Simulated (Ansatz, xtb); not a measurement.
# Two isomers of CH4OSi−

Structure X is the doublet with the links of `C[SiH][O-]` and structure Y is the doublet with the links of `[CH2][SiH2][O-]`. Both are isolated ions in the gas phase, relaxed with r2SCAN-D4/def2-SVPD; the shapes shown needn't be the lowest conformers.

X (Å):

```yaml
atoms:
  - { symbol: C, position_ang: [-1.8229, -1.7814, -0.5010] }
  - { symbol: O, position_ang: [-0.3180, -0.2732, 1.6006] }
  - { symbol: Si, position_ang: [-0.5799, -0.4006, 0.0288] }
  - { symbol: H, position_ang: [-2.8263, -1.6028, -0.0801] }
  - { symbol: H, position_ang: [-1.9157, -1.8318, -1.6009] }
  - { symbol: H, position_ang: [-1.4834, -2.7713, -0.1406] }
  - { symbol: H, position_ang: [0.6609, -0.7626, -0.8210] }
```

Y (Å):

```xyz
7

C    -2.0675   -0.8493   -0.0724
O     0.7148   -1.5062    0.7519
Si   -0.4773   -1.8572   -0.2408
H    -2.9549   -1.0231   -0.7015
H    -2.1941   -0.0378    0.6574
H    -1.0168   -3.3005   -0.1930
H    -0.1836   -1.7272   -1.7486
```

Energies in hartree; the thermal terms are from r2SCAN-D4/def2-SVPD harmonic frequencies (ideal gas, rigid rotor, one conformer each, 298.15 K, 1 atm) and include the zero-point energy:

```
                               X           Y
E, CCSD(T)/def2-SVPD  −404.323246  −404.299459
    E, MP2/def2-SVPD  −404.278388  −404.251464
  E, MP2/def2-TZVPPD  −404.607185  −404.581745
   zero-point energy     0.045283     0.040317
        H(298 K) − E     0.050856     0.046311
        G(298 K) − E     0.018077     0.012458
```

Question: Correct the CCSD(T) difference for the basis set by the MP2 change, then work out ΔE, ΔE₀, ΔH and ΔG for X → Y in kJ/mol (1 Eh = 2625.50 kJ/mol) and the equilibrium ratio [Y]/[X].

Answer: 1. Differences Y − X: CCSD(T) +0.023787, MP2 in the small set +0.026924, MP2 in the large set +0.025440 Eh.
2. ΔE = +0.023787 + (+0.025440 − (+0.026924)) = +0.022303 Eh = +58.56 kJ/mol.
3. ΔE₀ = ΔE + ΔZPE = +0.022303 + (−0.004966) Eh = +45.52 kJ/mol.
4. ΔH = ΔE + (−0.004545) Eh = +46.62 kJ/mol.
5. ΔG = ΔE + (−0.005619) Eh = +43.80 kJ/mol, so ΔS = (ΔH − ΔG)/T = +9.5 J/(mol K).
6. kT = 0.9442 mEh, so K = [Y]/[X] = exp(−ΔG/kT) = exp(−17.67) ≈ 2.1 × 10^−8.

Structure X is favoured at this temperature. An error of 4 kJ/mol in ΔG would change K by a factor of 5. Mirror images and further conformers aren't counted.

As drawn, Y has 1 Si–H in place of 1 C–H.

Other levels gave ΔE = +33.4 (GFN2-xTB); +88.4 (HF/STO-3G, GFN2-xTB geometries); +62.5 (r2SCAN-D4/def2-SVPD//GFN2-xTB); +61.1 (r2SCAN-D4/def2-SVPD); +25.1 (HF/def2-SVPD); +70.7 (MP2/def2-SVPD); +62.5 (CCSD(T)/def2-SVPD) kJ/mol. Open shells are spin-unrestricted. The correlated steps freeze 7 core orbitals. Programs: Ansatz 0.2.0, xtb 6.7.1.
